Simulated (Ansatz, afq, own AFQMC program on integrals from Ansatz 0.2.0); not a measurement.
Integrals from Ansatz 0.2.0, then the random walk in our own AFQMC program (afq).

```yaml
crystal:
  periodic: [false, false, false]
  atoms:
    - {symbol: Ge, position_ang: [0.367482, 0.509941, -0.524450]}
    - {symbol: H, position_ang: [-0.837082, 1.536859, -0.788350]}
basis:
  gaussian: {orbitals: def2-TZVP}
magnetization: {spin_polarized: true, initial_magnetization: 1}
correlation: {method: ccsd_t, electrons: outside_noble_gas, hamiltonian_folder: ham}
```

```sh
$ ansatz run in.yaml --threads 1 --pin off --events-out ev --progress --plain --max-ram 16896MiB --backend cuda --devices 0, --max-vram 18GiB
```

afq runs on the folder ham with

```
--method phaseless --trial cisd --walkers 4000 --populations 20 --least-time 60 --time-step 0.005 --steps-per-block 50 --equilibration-blocks 28 --max-blocks 4000 --target-error 0.00014 --factor-cut 1e-05 --start spin_pure --seed 6199 --release-times 0.24,0.51,0.99,1.62,2.4 --release-step 0.03 --release-every 3 --taylor-order 6
```

Times are imaginary, in 1/Eh. The walk had a cap of 122 s. With eight or more populations the least sampling time is a fifth of least-time, and the error comes from their spread. Filled inner d shells are frozen with the cores.

afq prints:

```
orbitals 40  electrons 3 2  factors 311 of 371
reference energy -2075.89391216 Eh
CCSD correlation -0.09353984 Eh in 9 cycles, weight of the determinant in the CISD state 0.9270
energy of the start -2075.987326 Eh
 block  time / (1/Eh)  mean weight  energy / Eh
     1     0.250  1.0000  -2075.987167
     2     0.500  0.9999  -2075.987508
     3     0.750  1.0000  -2075.987983
     4     1.000  0.9999  -2075.988432
     5     1.250  1.0001  -2075.988809
    12     3.000  1.0000  -2075.990262
    19     4.750  1.0000  -2075.990023
    26     6.500  0.9998  -2075.990281
    33     8.250  0.9998  -2075.990496
    39     9.750  1.0001  -2075.990603
    40    10.000  0.9999  -2075.990275
    47    11.750  1.0000  -2075.990379
    54    13.500  1.0000  -2075.990294
    61    15.250  1.0002  -2075.990455
    63    15.750  0.9995  -2075.990038
    68    17.000  1.0000  -2075.990317
    75    18.750  1.0001  -2075.990370
    78    19.500  1.0000  -2075.990178
error from the spread of 20 populations
released: time / (1/Eh)  energy / Eh  error  mean overlap
  0.24  -2075.990365  0.000040  0.9992
  0.51  -2075.990354  0.000035  0.9996
  0.99  -2075.990417  0.000028  0.9979
  1.62  -2075.990484  0.000027  0.9940
  2.40  -2075.990479  0.000031  0.9950
energy -2075.990325 +/- 0.000043 Eh
(rows thinned)
```

The run passed its tests (sampling time, drift between the halves within three errors, error under three times the target), which doesn't prove that it has relaxed.

Against this walk (error 1.2 meV) on the same determinant: CCSD(T) 13.2 meV higher, CCSDT(Q) 4.5 meV lower, full CI 4.8 meV lower. The error is statistical and leaves out the bias of the constraint. Released to 2.40 1/Eh the energy lies 4.2 ± 1.5 meV (both errors) below the phaseless value, which shows part or all of the bias of the constraint, and full CI lies 0.6 meV below the released value.

Cautions: constraint bias not in the error; no relativity below Rb; no spin-orbit coupling; inner d shell frozen.

The walk took 37 s on 1 × NVIDIA H100 80GB HBM3 with 2 threads of AMD EPYC 7R13 Processor (Zen 3), on a shared host (the card was shared). The log's last line is the phaseless energy.

CCSDT and higher add their correlation energy to the determinant of the CCSD(T) run, since their own runs factorise the integrals more tightly (a shift of under 2 meV). A walk keeps the symmetry of its determinant, which the program's search chose and which needn't be the lowest solution, so a lower state of the same spin and another symmetry isn't excluded.
